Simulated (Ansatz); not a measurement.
## How far a parabola holds: energy against volume of fcc Pt

System: fcc Pt. Method: PBEsol in Ansatz (PAW). Run with plane-wave cutoff 520 eV, 24×24×24 k mesh, Fermi–Dirac smearing 0.05 eV, scalar-relativistic PAW data made under PBE. The cell has no free parameter but its volume, all volumes share cutoff and mesh, and the runs aren't spin-polarised. Energies are free energies at the run's smearing, counted from the lowest row; static lattice.

```
V (Å³/atom)  E (meV/atom)
-----------  ------------
14.137                  ?
14.438              23.49
14.738               5.62
15.039               0.00
15.340               5.18
15.641              19.87
```

Question: Fit E against V with a parabola, and predict the withheld value at V = 14.137.

Answer: With u = V - 15.0, the rows have u = -0.5620, -0.2620, 0.0390, 0.3400, 0.6410. Least squares gives E = 0.173 - 7.278·u + 59.969·u². Residuals (row less fit): 0.286, -0.576, 0.020, 0.549, -0.278; standard error 0.630 (degrees of freedom: 2). The fitted curve has its minimum at V = 15.1, where E = -0.05. Its curvature is d²E/dV² = 2 × 59.969 meV/Å⁶, so B = V0·d²E/dV² × 0.1602 = 289 GPa. At the withheld row, u = -0.8630, so E = 0.173 - 7.278 × (-0.8630) + 59.969 × (-0.8630)² = 51.117 meV/atom. The calculation gives 55.28 meV/atom, 4.163 meV/atom above the prediction (7.5 % of the range of E in the table). The row lies outside the fitted rows, so this is an extrapolation. From the scatter of the fitted rows alone, a prediction at this place has a standard error of 1.491 meV/atom, so the miss is 2.8 times that.

The residuals are curvature that a parabola lacks, not noise. A solid that stiffens under compression and softens on expansion lies above the parabola at the compressed end and under it at the expanded end, as this row does. A third-order Birch-Murnaghan fit to the whole scan has B0 = 287 GPa. Only scans are tabulated whose curvature falls smoothly with volume, and where the parabola meets the shown rows within 5 % of their range and misses the end by 0.1 meV or more.

Measured, for comparison: bulk modulus 289 GPa (corrected for temperature and zero-point phonon effects; as tabulated in Levämäki et al. (2014), arXiv:1402.3671). Computed less measured: bulk modulus -0.7 %.

Spin–orbit coupling is not included.

Ansatz is a program for electronic structure.
